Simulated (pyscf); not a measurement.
H₃C–Si:–Cl (SMILES C[Si]Cl) [singlet] + HCl (SMILES Cl) -> H₃C–SiH(Cl)–Cl (SMILES C[SiH](Cl)Cl) (insertion; singlet surface; Cl–H broken, Cl–Si, H–Si formed). Optimised with ωB97X-D3(BJ)/def2-SVP in PySCF. Energies in eV from the separated reactants.

| level | barrier | reaction energy |
|---|---|---|
| ωB97X-D3(BJ)/def2-TZVP | 0.16 | -3.27 |
| PBE/def2-TZVP | -0.18 | -2.90 |
| r²SCAN/def2-TZVP | -0.19 | -3.22 |
| B3LYP-D3(BJ)/def2-TZVP | [?] | [?] |
| PBE0-D3(BJ)/def2-TZVP | [?] | -3.15 |
| M06-2X/def2-TZVP | 0.21 | -3.05 |

**Question.** What belongs in the gaps?

**Answer.** 
- B3LYP-D3(BJ)/def2-TZVP, barrier: 0.05
- B3LYP-D3(BJ)/def2-TZVP, reaction energy: -2.99
- PBE0-D3(BJ)/def2-TZVP, barrier: -0.06

On the reactant side the descent ends in a complex, 0.25 eV under the separated species and 0.41 eV under the saddle at ωB97X-D3(BJ)/def2-TZVP. At PBE, r²SCAN, PBE0-D3(BJ) the saddle lies under the separated reactants, which points to a path from their complex (located at ωB97X-D3(BJ) alone). This is the saddle that the search found; another between the same sides may lie lower.
